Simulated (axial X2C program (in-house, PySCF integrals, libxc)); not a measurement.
## Spin–orbit effects along a row: molecules with S (ions), PBE0

Computed with an in-house all-electron X2C program for linear molecules (integrals from PySCF), spin-free (one-electron X2C) or two-component (2c: spin–orbit coupling with atomic mean-field Coulomb and Gaunt terms, which also bring small scalar terms), in Dyall basis sets with cores contracted in-house; open shells are unrestricted.

Basis sets: Al dyall-v3z, Mg dyall-cv3z, Na dyall-cv3z, P dyall-v3z, S dyall-av3z, Si dyall-v3z.

```
molecule   spin-free state  Re (Å)  ωe (cm⁻¹)  De (eV)  2c state  Re 2c (Å)  ωe 2c (cm⁻¹)  De 2c (eV)
    NaS⁺    M_S = 1, Λ = 0   2.843      180.8     0.56     Ω = 1      2.843         180.8        0.56
    MgS⁺  M_S = 1/2, Λ = 1   2.238      481.6     1.97   Ω = 3/2      2.238         481.2        1.99
    AlS⁺    M_S = 1, Λ = 1   2.186      461.3     1.09     Ω = 2      2.186         460.8        1.11
    SiS⁺  M_S = 1/2, Λ = 1   2.081      594.2     3.94   Ω = 3/2      2.081         594.2        3.96
     PS⁺    M_S = 0, Λ = 0   1.826      887.6     6.67     Ω = 0      1.826         887.3        6.67
```

Fragments in 2c: S + Na+, S + Mg+, S + Al+, S + Si+, S+ + P. Each entry is the lowest single determinant of a limited PBE0 search at one distance. De goes to single-determinant-based atoms at the same level (for ions the charge split of lowest energy) and is withheld (n/a) where an atom does not fit its ground term or J level. Main or longest-lived isotopes. One determinant is a doubtful description, or other states lie close, for NaS⁺, AlS⁺, SiS⁺; these need not be ground states, and all values refer to the states named. Some open-shell Ω = 0 determinants are out of reach, so the Ω given for NaS⁺, AlS⁺ need not be the lowest component. With several unpaired electrons the Ω given is that of one determinant, not necessarily of the lowest component. Some light 2c atoms are not at their ground J level, so De misses part of their lowering (0.04 eV or less). The functionals have no current term, which raises determinants with orbital currents.
